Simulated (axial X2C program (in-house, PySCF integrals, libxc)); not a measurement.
**NAlN²⁺: bond lengths and stretches, held linear**

The task here is to estimate one member of a computed series from the others.

Computed with an in-house X2C program for linear molecules on PySCF integrals. Level: all-electron X2C, two-component (2c) or spin-free, N dyall-av3z, Al dyall-v3z.

All values are calculated.

2 further runs of the same task are left out: 2 set aside as unsound or not needed.

The first run:

The input, task.json:

```json
{"zs": [7, 13, 7], "q": 2, "bas": ["dyall-av3z", "dyall-v3z", "dyall-av3z"], "r0": [1.73, 1.73], "symm": 1, "scan": ["PBE0", "HF", "r2SCAN"], "levels": ["PBE0", "HF", "r2SCAN"], "nst": 2}
```

Keys: zs atomic numbers; q charge; bas basis sets; r0 starting distance in Å; symm equal bonds; scan levels of the two-bond scan; levels methods; nst determinants followed.

Launch:

```bash
$ python solin.py task.json out
```

Masses N 14.003, Al 26.982, N 14.003 u.

Among the steps run: Scan at PBE0, 2c; Scan at r2SCAN, 2c; Scan at PBE0, spin-free.

One of the session's tables, all rows but one given; the rest of the session is left out.

| level | upper stretch (cm⁻¹) |
| --- | --- |
| PBE0, 2c | 522.8 |
| r2SCAN, 2c | 549.8 |
| PBE0, spin-free | 522.9 |
| r2SCAN, spin-free | ? |

Q: Estimate the row for r2SCAN, spin-free from the others.

The run gave: upper stretch (cm⁻¹): 549.9. In the column «upper stretch (cm⁻¹)» it is the highest.

Scans not shown above were run alike.

A multiply charged ion may be only metastable. The molecule was held linear; bending was not examined, so a bent shape may lie lower. Note: several unpaired electrons, one determinant need not be a pure state.
